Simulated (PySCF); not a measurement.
Process, species as SMILES: [C-]#[S+] (C-S) + 3 [H][H] (H2) → C (CH4) + S (H2S)
B3LYP-D3(BJ)/def2-TZVP geometries, fixed; electronic energies without zero-point terms.
Largest species:
```xyz
5

C      0.0000     0.0000     0.0000
H      0.6205     0.6269     0.6390
H     -0.6429    -0.6249     0.6185
H      0.6369    -0.6328    -0.6166
H     -0.6146     0.6308    -0.6409
```

Effect of the SCF energy threshold at r2SCAN/def2-TZVP with PySCF, against the last row, where the energy of full hydrogenation is -108.82 kcal/mol.

```json
[
 {"setting": "conv_tol: 1e-4", "SCF cycles, largest species": "4", "largest shift of a total energy (mEh)": "0.009", "shift of the energy of full hydrogenation (kcal/mol)": "0.005"},
 {"setting": "conv_tol: 1e-5", "SCF cycles, largest species": "4", "largest shift of a total energy (mEh)": "0.000", "shift of the energy of full hydrogenation (kcal/mol)": "0.000"},
 {"setting": "conv_tol: 1e-6", "SCF cycles, largest species": "5", "largest shift of a total energy (mEh)": "0.000", "shift of the energy of full hydrogenation (kcal/mol)": "0.000"},
 {"setting": "conv_tol: 1e-7", "SCF cycles, largest species": "6", "largest shift of a total energy (mEh)": "0.000", "shift of the energy of full hydrogenation (kcal/mol)": "0.000"},
 {"setting": "conv_tol: 1e-11", "SCF cycles, largest species": "7", "largest shift of a total energy (mEh)": "0.000", "shift of the energy of full hydrogenation (kcal/mol)": "0.000"}
]
```

Within 0.02 kcal/mol in the energy of full hydrogenation: conv_tol: 1e-4; conv_tol: 1e-5; conv_tol: 1e-6; conv_tol: 1e-7. The largest shift is 0.009 mEh in a total energy and 0.005 kcal/mol in the difference.
